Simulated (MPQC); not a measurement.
# C2H3N (2H-azirine) at 5 levels

Aim: a comparison of 5 runs (HF/STO-3G, HF/3-21G, HF/def2-SVP, B3LYP/6-31G, PBE0/def2-SVP) of C2H3N (2H-azirine). 

The calculation is run with MPQC 2.3.1.

2 further runs of the same task are left out: 1 that didn't finish, 1 set aside as unsound or not needed.

## Step 1: The structure to begin with

C2H3N has 6 atoms, charge 0, and is taken as a singlet. As SMILES, `C1=NC1`. The coordinates come from a GFN2-xTB relaxation.

Bond lengths: C1–N2 1.250 Å, C1–C3 1.451 Å, N2–C3 1.501 Å, C1–H4 1.063 Å, C3–H5 1.082 Å, C3–H6 1.082 Å. Angles: C1–N2–C3 62.9°, N2–C1–C3 67.0°, C1–C3–N2 50.1°, N2–C1–H4 145.0°, C3–C1–H4 147.9°, C1–C3–H5 120.2°, C1–C3–H6 120.2°, N2–C3–H5 117.2°, N2–C3–H6 117.2°, H5–C3–H6 115.7°.

## Step 2: Energy and forces at HF/STO-3G (run 1)

input.in

```
% C2H3N
molecule<Molecule>: (
  symmetry = c1
  unit = angstrom
  { atoms geometry } = {
    C  [ -0.553790 -0.558370 -0.290260 ]
    N  [ 0.402720 -1.039470 0.354190 ]
    C  [ 0.371620 0.451400 0.187220 ]
    H  [ -1.444930 -0.783200 -0.823930 ]
    H  [ 1.095250 0.888020 -0.487920 ]
    H  [ 0.129130 1.041610 1.060700 ]
  }
)
basis<GaussianBasisSet>: (
  name = "STO-3G"
  molecule = $:molecule
  basisdir = "."
  puream = yes
)
mpqc: (
  checkpoint = no
  savestate = no
  restart = no
  do_energy = yes
  do_gradient = yes
  optimize = no
  mole<CLHF>: (
    molecule = $:molecule
    basis = $:basis
    total_charge = 0
    memory = 1000000000
    print_evals = yes
    print_npa = yes
    maxiter = 120
    value_accuracy = 1e-08
    guess_wavefunction<CLHF>: (
      molecule = $:molecule
      total_charge = 0
      memory = 1000000000
      value_accuracy = 1e-3
      basis<GaussianBasisSet>: (
        name = "STO-3G"
        molecule = $:molecule
      )
    )
  )
)
```

The basis set STO-3G is read from a file made from the Basis Set Exchange's data (not shown).

The run is started by

```sh
$ mpqc -o input.out input.in
```

The program printed:

```text
MPQC: Massively Parallel Quantum Chemistry
[...]
  LUMO is    12   A =   0.281059
  total scf energy = -130.1759502035
[...]
Value of the MolecularEnergy: -130.1759502035
  Gradient of the MolecularEnergy:
      1    0.0186437155
      2   -0.0210399427
      3    0.0136863333
      4   -0.0276155458
      5    0.0341296190
      6   -0.0206224268
      7    0.0005438297
      8   -0.0132267445
      9    0.0016925176
     10    0.0125698724
     11    0.0077032238
     12    0.0070850040
[...]
      symmetry = c1
[...]
```

It took 0.18 s on 1 thread of Arm Neoverse V2, shared host.

## Step 3: Energy and forces at HF/3-21G (run 2)

mol.in

```
% C2H3N
molecule<Molecule>: (
   symmetry = c1
   unit = angstrom
   { atoms geometry } = {
      C  [ -0.553790    -0.558370    -0.290260 ]
      N  [ 0.402720    -1.039470     0.354190 ]
      C  [ 0.371620     0.451400     0.187220 ]
      H  [ -1.444930    -0.783200    -0.823930 ]
      H  [ 1.095250     0.888020    -0.487920 ]
      H  [ 0.129130     1.041610     1.060700 ]
   }
)
basis<GaussianBasisSet>: (
   name = "3-21G"
   molecule = $:molecule
   basisdir = "."
   puream = yes
)
mpqc: (
   checkpoint = no
   savestate = no
   restart = no
   do_energy = yes
   do_gradient = yes
   optimize = no
   mole<CLHF>: (
      molecule = $:molecule
      basis = $:basis
      total_charge = 0
      memory = 1000000000
      print_evals = yes
      print_npa = yes
      maxiter = 120
      value_accuracy = 1e-08
      guess_wavefunction<CLHF>: (
         molecule = $:molecule
         total_charge = 0
         memory = 1000000000
         value_accuracy = 1e-3
         basis<GaussianBasisSet>: (
            name = "STO-3G"
            molecule = $:molecule
         )
      )
   )
)
```

The basis set 3-21G is read from a file made from the Basis Set Exchange's data (not shown).

The run is started by

```sh
$ mpqc mol.in > mol.out
```

The program printed:

```text
MPQC: Massively Parallel Quantum Chemistry
[...]
  LUMO is    12   A =   0.159632
  total scf energy = -131.0640261388
[...]
Value of the MolecularEnergy: -131.0640261388
  Gradient of the MolecularEnergy:
      1    0.0003616646
      2    0.0016494032
      3    0.0000340324
      4    0.0083024443
      5    0.0320263480
      6    0.0019989575
      7   -0.0068502926
      8   -0.0460374971
      9    0.0003252396
     10   -0.0026678656
     11    0.0055601897
     12   -0.0022092503
[...]
      symmetry = c1
[...]
```

It took 0.68 s on 1 thread of Arm Neoverse V2, shared host.

Runs 3 to 4 aren't shown in full; the table further down has their settings and results.

## Step 4: Energy and gradient at PBE0/def2-SVP (run 5)

job.in

```
% C2H3N
molecule<Molecule>: (
   symmetry = c1
   unit = angstrom
   { atoms geometry } = {
      C  [ -0.553790    -0.558370    -0.290260 ]
      N  [ 0.402720    -1.039470     0.354190 ]
      C  [ 0.371620     0.451400     0.187220 ]
      H  [ -1.444930    -0.783200    -0.823930 ]
      H  [ 1.095250     0.888020    -0.487920 ]
      H  [ 0.129130     1.041610     1.060700 ]
   }
)
basis<GaussianBasisSet>: (
   name = "def2-SVP"
   molecule = $:molecule
   basisdir = "."
   puream = yes
)
mpqc: (
   checkpoint = no
   savestate = no
   restart = no
   do_energy = yes
   do_gradient = yes
   optimize = no
   mole<CLKS>: (
      molecule = $:molecule
      basis = $:basis
      total_charge = 0
      memory = 1000000000
      print_evals = yes
      print_npa = yes
      maxiter = 120
      value_accuracy = 1e-08
      functional<SumDenFunctional>: (
         a0 = 0.25
         coefs = [ 0.75 1 ]
         funcs: [ <PBEXFunctional>: () <PBECFunctional>: () ]
      )
      integrator<RadialAngularIntegrator>: ( grid = xfine )
      guess_wavefunction<ExtendedHuckelWfn>: (
         molecule = $:molecule
         total_charge = 0
         multiplicity = 1
         basis<GaussianBasisSet>: (
            name = "STO-3G"
            molecule = $:molecule
         )
      )
   )
)
```

The basis set def2-SVP is read from a file made from the Basis Set Exchange's data (not shown).

The run is started by

```sh
$ mpqc job.in > job.out
```

The program printed:

```text
MPQC: Massively Parallel Quantum Chemistry
[...]
  CLSCF::init: total charge = 0
[...]
  nbasis = 57
[...]
  Integrated electron density error = -0.000399073081
  iter     1 energy = -131.3145082890 delta = 1.08956e-01
  Integrated electron density error = -0.000004602098
  iter     2 energy = -131.1151565965 delta = 7.42374e-02
[...]
  Integrated electron density error = -0.000000039724
  iter    11 energy = -132.4215110327 delta = 5.82827e-07
  Integrated electron density error = -0.000000039717
  iter    12 energy = -132.4215110327 delta = 1.04259e-07
  Integrated electron density error = -0.000000039718
  iter    13 energy = -132.4215110327 delta = 2.77632e-08
[...]
  LUMO is    12   A =  -0.014251
  total scf energy = -132.4215110327
[...]
  Integrated electron density error = -0.000000040897
  Total Gradient:
[...]
Value of the MolecularEnergy: -132.4215110327
  Gradient of the MolecularEnergy:
      1   -0.0193333627
      2   -0.0175211139
      3   -0.0103488032
      4    0.0007041527
      5    0.0120143049
      6   -0.0007624072
      7    0.0085800101
      8    0.0041902626
      9    0.0049730477
     10    0.0175786233
     11    0.0116594427
     12    0.0098165122
[...]
        symmetry = c1
[...]
```

Wall time 21 s (1 thread of Arm Neoverse V2, shared host); peak memory 0.21 GiB.

## Step 5: All runs side by side

| run | level | starting guess | integration grid | energy (Eh) | HOMO energy (eV) | LUMO energy (eV) | HOMO–LUMO gap (eV) | wall time |
| --- | --- | --- | --- | --- | --- | --- | --- | --- |
| 1 | HF/STO-3G | STO-3G | – | -130.175950 | -9.55 | 7.65 | 17.20 | 0.18 s |
| 2 | HF/3-21G | STO-3G | – | -131.064026 | -10.98 | 4.34 | 15.32 | 0.68 s |
| 3 | HF/def2-SVP | STO-2G | – | -131.737776 | -11.10 | 4.06 | 15.16 | 3.9 s |
| 4 | B3LYP/6-31G | STO-2G | xfine | -132.617306 | -7.30 | -0.57 | 6.73 | 9 s |
| 5 | PBE0/def2-SVP | huckel STO-3G | xfine | -132.421511 | -7.78 | -0.39 | 7.39 | 21 s |

## Step 6: Summary of results

```
                       quantity          value
            run 5: total energy  -132.42151 Eh
             run 5: HOMO energy       -7.78 eV
             run 5: LUMO energy       -0.39 eV
           run 5: HOMO–LUMO gap        7.39 eV
run 5: largest force on an atom     1.443 eV/Å
```

**Reading.** The HOMO–LUMO gap runs from 6.73 eV (B3LYP/6-31G) to 17.20 eV (HF/STO-3G). The two ends differ in method and basis. Totals of different functionals can't be ranked against each other. In run 1 the basis is minimal, so the values are rough. All runs together took 35 s, the longest 21 s.
